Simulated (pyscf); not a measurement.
Optimised with ωB97X-D3(BJ)/def2-SVP in PySCF.

Question: For the elementary gas-phase step H₃C–SiH(Cl)–Cl (SMILES C[SiH](Cl)Cl) + HCl (SMILES Cl) -> H₃C–Si(Cl)(Cl)–Cl (SMILES C[Si](Cl)(Cl)Cl) + H₂ (SMILES [H][H]) (singlet surface; H–Si, Cl–H broken, Cl–Si, H–H formed), what barrier and reaction energy does ωB97M-D3(BJ)/def2-TZVP give, measured from the separated reactants?

Answer: ΔE‡ = 36.7 kcal/mol, ΔE = -19.2 kcal/mol. Zero-point energy shifts the barrier by +0.4 kcal/mol. It is a four-centre exchange, with an imaginary mode of 889i cm⁻¹. One saddle was located; it need not be the lowest between these sides.
